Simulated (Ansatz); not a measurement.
Abridged output of a molecular run in Ansatz:

```
Functional definition: HF
1064 factors; integrals over basis functions are off by at most 1.2e-3 eV
mean field evaluation 1: about -19250.3793 eV, gradient 3.4e1 eV
mean field evaluation 2: about -19250.6692 eV, gradient 3.4e1 eV
mean field evaluation 4: about -19253.2623 eV, gradient 3.5e0 eV
mean field evaluation 8: about -19253.3184 eV, gradient 1.5e-1 eV
mean field -19253.31859383 eV, -707.5464079553 hartree, gradient 3.4e-6 eV, S^2 0.000000; 0 other end points of the search recorded, 0 dependent functions left out
11 core orbitals not correlated: weight in the atoms' cores, before any rotation towards them, 1.000 or more for the frozen orbitals, at most 0.000 for the correlated occupied ones
reference -19253.31859383 eV, -707.5464079553 hartree; 10, 10 occupied and 164, 164 virtual orbitals, 1064 factors
second order -14.07313296 eV of doubles, -0.00000000 eV of singles
cycle   1  -14.69596161 eV  change   -6.2e-1 eV  update   9.3e-2
cycle   2  -15.15094661 eV  change   -4.5e-1 eV  update   2.9e-2
cycle   3  -15.24595641 eV  change   -9.5e-2 eV  update   1.4e-2
cycle   4  -15.23634469 eV  change    9.6e-3 eV  update   3.1e-3
cycle   5  -15.23623104 eV  change    1.1e-4 eV  update   1.3e-3
cycle   6  -15.23638644 eV  change   -1.6e-4 eV  update   3.6e-4
cycle   7  -15.23620153 eV  change    1.8e-4 eV  update   1.5e-4
cycle   8  -15.23624769 eV  change   -4.6e-5 eV  update   5.7e-5
cycle   9  -15.23626457 eV  change   -1.7e-5 eV  update   2.2e-5
perturbative correction -0.53560007 eV, -0.0196829394 hartree
Total energy: -19269.09045847 eV, -708.1260132901 hartree
```

Its atoms:

Cartesian coordinates in Å:
```
Si 1.245 -0.370 0.056
O -0.354 -0.257 -0.333
P -1.518 0.673 0.365
H 2.007 0.748 -0.557
H 1.723 -1.661 -0.490
H 1.422 -0.331 1.531
H -2.610 -0.228 0.208
H -1.915 1.426 -0.779
```

Task: Which basis set was used?
A. def2-SVPD
B. cc-pV(Q+d)Z
C. def2-QZVPP
D. def2-TZVPP

Result: D. It gives 185 functions.

Task: Write the keys of the input that set method, charge and spin (a neutral closed shell needs none for the last two).

Result: 
```yaml
correlation: {method: ccsd_t}
```
